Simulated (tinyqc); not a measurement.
UKS/LDA (PW92) in the sto-3g basis, for H2O+, spin multiplicity 2, step by step. One step of it, computed by the program tinyqc.

Task: Iteration 46 (converged): orbitals. Diagonalise F' = X^T F X, C = X C', fill 5 alpha and 4 beta electrons from the bottom; D(s) = C_occ C_occ^T. Each column has its largest component positive (the first on a tie).

converged F(alpha) (hartree), lower triangle:
```
             1O 1s      1O 2s     1O 2px     1O 2py     1O 2pz      2H 1s      3H 1s
1O 1s   -19.050495
1O 2s    -4.937409  -2.586751
1O 2px    0.000000   0.000000  -0.768709
1O 2py   -0.001787  -0.019267   0.000000  -0.857555
1O 2pz   -0.020318  -0.181739   0.000000  -0.009549  -0.761502
2H 1s    -1.277410  -1.126563   0.000000  -0.456580  -0.352012  -0.935120
3H 1s    -1.068839  -0.990615   0.000000   0.416600  -0.324675  -0.402859  -0.848689
```

converged F(beta) (hartree), lower triangle:
```
             1O 1s      1O 2s     1O 2px     1O 2py     1O 2pz      2H 1s      3H 1s
1O 1s   -19.031595
1O 2s    -4.923633  -2.520797
1O 2px    0.000000   0.000000  -0.648475
1O 2py   -0.001796  -0.019390   0.000000  -0.817592
1O 2pz   -0.019783  -0.179575   0.000000  -0.009730  -0.723279
2H 1s    -1.274081  -1.106249   0.000000  -0.450473  -0.347645  -0.928365
3H 1s    -1.066047  -0.973159   0.000000   0.411242  -0.320880  -0.397686  -0.845167
```

X, lower triangle:
```
            1O 1s      1O 2s    1O 2px     1O 2py     1O 2pz      2H 1s     3H 1s
1O 1s    1.024282
1O 2s   -0.144400   1.263162
1O 2px   0.000000   0.000000  1.000000
1O 2py  -0.001279   0.022315  0.000000   1.131268
1O 2pz  -0.009538   0.106341  0.000000   0.008224   1.046899
2H 1s    0.023500  -0.339487  0.000000  -0.263892  -0.147219   1.247218
3H 1s    0.021513  -0.278263  0.000000   0.234320  -0.126337  -0.083334  1.192641
```

Give: F' = X^T F X; orbital energies; coefficients C; F' = X^T F X; orbital energies; coefficients C; D(alpha) after iteration 46; D(beta) after iteration 46.

Result:

F' = X^T F X (alpha) (hartree), lower triangle:
```
          1        2        3        4        5        6        7
1  -18.6763
2   -2.5825  -1.5336
3    0.0000   0.0000  -0.7687
4   -0.0005   0.0046   0.0000  -0.6652
5   -0.0298  -0.0593   0.0000   0.0009  -0.6943
6   -0.2180  -0.4045   0.0000  -0.3143  -0.1913  -0.4376
7   -0.1564  -0.3372   0.0000   0.2832  -0.1670  -0.0829  -0.4563
```

orbital energies (alpha) (hartree): MO1 -19.0633, MO2 -1.4528, MO3 -0.9619, MO4 -0.7687, MO5 -0.7346, MO6 -0.1957, MO7 -0.0550

coefficients C (alpha):
```
            MO1      MO2      MO3     MO4      MO5      MO6      MO7
1O 1s    0.9925  -0.2412   0.0117  0.0000   0.1019   0.1250   0.0406
1O 2s    0.0341   0.8711  -0.0566  0.0000  -0.4779  -0.8547  -0.3145
1O 2px   0.0000   0.0000   0.0000  1.0000   0.0000   0.0000   0.0000
1O 2py   0.0008   0.0307   0.7212  0.0000  -0.0095   0.2318  -0.9110
1O 2pz   0.0050   0.2293   0.0008  0.0000   0.8583  -0.5693  -0.1780
2H 1s   -0.0092   0.1213   0.3220  0.0000   0.1679   0.5921   1.1280
3H 1s   -0.0078   0.0954  -0.3316  0.0000   0.1792   1.0244  -0.6144
```

F' = X^T F X (beta) (hartree), lower triangle:
```
          1        2        3        4        5        6        7
1  -18.6591
2   -2.5786  -1.4596
3    0.0000   0.0000  -0.6485
4   -0.0005   0.0050   0.0000  -0.6206
5   -0.0295  -0.0533   0.0000   0.0010  -0.6543
6   -0.2186  -0.4026   0.0000  -0.3164  -0.1923  -0.4388
7   -0.1570  -0.3357   0.0000   0.2851  -0.1680  -0.0822  -0.4592
```

orbital energies (beta) (hartree): MO1 -19.0438, MO2 -1.3980, MO3 -0.9363, MO4 -0.6971, MO5 -0.6485, MO6 -0.1785, MO7 -0.0379

coefficients C (beta):
```
            MO1      MO2      MO3      MO4     MO5      MO6      MO7
1O 1s    0.9927  -0.2358   0.0116   0.1072  0.0000   0.1286   0.0429
1O 2s    0.0332   0.8414  -0.0559  -0.5025  0.0000  -0.8661  -0.3259
1O 2px   0.0000   0.0000   0.0000   0.0000  1.0000   0.0000   0.0000
1O 2py   0.0008   0.0315   0.6963  -0.0058  0.0000   0.2466  -0.9264
1O 2pz   0.0048   0.2292  -0.0015   0.8477  0.0000  -0.5827  -0.1857
2H 1s   -0.0089   0.1461   0.3422   0.1752  0.0000   0.5809   1.1238
3H 1s   -0.0075   0.1160  -0.3582   0.1870  0.0000   1.0215  -0.5982
```

D(alpha) after iteration 46, lower triangle:
```
          1O 1s    1O 2s  1O 2px   1O 2py  1O 2pz    2H 1s   3H 1s
1O 1s    1.0538
1O 2s   -0.2257   0.9915
1O 2px   0.0000   0.0000  1.0000
1O 2py   0.0008  -0.0095  0.0000   0.5212
1O 2pz   0.0371  -0.2102  0.0000  -0.0006  0.7893
2H 1s   -0.0175   0.0068  0.0000   0.2344  0.1721   0.1467
3H 1s   -0.0163   0.0159  0.0000  -0.2380  0.1753  -0.0651  0.1512
```

D(beta) after iteration 46, lower triangle:
```
          1O 1s    1O 2s  1O 2px   1O 2py  1O 2pz    2H 1s   3H 1s
1O 1s    1.0527
1O 2s   -0.2199   0.9646
1O 2px   0.0000   0.0000  0.0000
1O 2py   0.0008  -0.0095  0.0000   0.4859
1O 2pz   0.0416  -0.2328  0.0000   0.0012  0.7711
2H 1s   -0.0206   0.0154  0.0000   0.2418  0.1814   0.1692
3H 1s   -0.0189   0.0233  0.0000  -0.2468  0.1856  -0.0728  0.1768
```
